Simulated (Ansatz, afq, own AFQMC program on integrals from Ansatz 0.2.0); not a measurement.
Two steps: Ansatz 0.2.0 writes the Fock matrix and Cholesky factors of the valence space, and afq projects on them the lowest state that overlaps trial and start.

```yaml
crystal:
  periodic: [false, false, false]
  atoms:
    - {symbol: B, position_ang: [0.000000, 0.000000, 0.858848]}
    - {symbol: N, position_ang: [0.000000, 0.000000, -0.508608]}
    - {symbol: H, position_ang: [0.000000, -0.840950, -1.072031]}
    - {symbol: H, position_ang: [0.000000, 0.840950, -1.072031]}
basis:
  gaussian: {orbitals: cc-pVDZ}
magnetization: {spin_polarized: true, initial_magnetization: 2}
correlation: {method: ccsd_t, electrons: outside_noble_gas, hamiltonian_folder: ham}
```

```sh
$ ansatz run in.yaml --threads 1 --pin off --events-out ev --progress --plain --max-ram 1843MiB
```

Options of the walk:

```
--method phaseless --trial hf --walkers 120 --populations 1 --least-time 40 --time-step 0.005 --steps-per-block 20 --equilibration-blocks 112 --max-blocks 600 --target-error 0.00114 --factor-cut 1e-05 --start spin_pure --seed 7090 --taylor-order 6
```

Times are imaginary, in 1/Eh. The walk had a cap of 1086 s.

afq prints:

```
orbitals 36  electrons 6 4  factors 282 of 355
reference energy -80.20828629 Eh
CCSD correlation -0.22965186 Eh in 11 cycles, weight of the determinant in the CISD state 0.9132
energy of the start -80.208816 Eh
 block  time / (1/Eh)  mean weight  energy / Eh
     1     0.100  1.0018  -80.270874
     2     0.200  1.0014  -80.314849
     3     0.300  1.0012  -80.364958
     4     0.400  1.0021  -80.374720
     5     0.500  1.0014  -80.385545
     8     0.800  1.0004  -80.427151
    18     1.800  1.0009  -80.452066
    69     6.900  0.9977  -80.444399
   120    12.000  1.0008  -80.459740
   171    17.100  0.9994  -80.449982
   222    22.200  0.9987  -80.478449
   273    27.300  1.0003  -80.460994
   324    32.400  1.0009  -80.461571
   375    37.500  1.0015  -80.463442
   409    40.900  1.0000  -80.399645
   426    42.600  1.0012  -80.401826
   477    47.700  0.9999  -80.434021
   528    52.800  1.0008  -80.440941
   579    57.900  1.0005  -80.470643
   630    63.000  0.9984  -80.450297
   681    68.100  0.9990  -80.433803
   698    69.800  0.9968  -80.417014
blocks merged  error / Eh  count
     1  0.000995  600
     2  0.001332  300
     4  0.001743  150
     8  0.002118  75
    16  0.002587  37
    32  0.003204  18
    64  0.003820  9
energy -80.447528 +/- 0.003204 Eh
(rows thinned)
```

The run passed its tests (sampling time, drift between the halves within three errors, error under three times the target), which doesn't prove that it has relaxed.

Against this walk (error 87.2 meV) on the same determinant: CCSD(T) 88.4 meV higher (within the noise), CCSDT(Q) 56.6 meV higher (within the noise), a separate phaseless walk with a CISD trial and standard settings 51.4 ± 87.9 meV higher (within the noise). The error is statistical and leaves out the bias of the constraint.

Cautions: constraint bias not in the error; error above the target (87.2 against 31.0 meV); another spin lies lower (by 1.95 eV).

The walk took 3.6 min on 1 thread of Intel(R) Xeon(R) Platinum 8488C (Sapphire Rapids) (shared host). The log's last line is the phaseless energy.

CCSDT and higher add their correlation energy to the determinant of the CCSD(T) run, since their own runs factorise the integrals more tightly (a shift of under 2 meV). A walk keeps the symmetry of its determinant, which the program's search chose and which needn't be the lowest solution, so a lower state of the same spin and another symmetry isn't excluded.
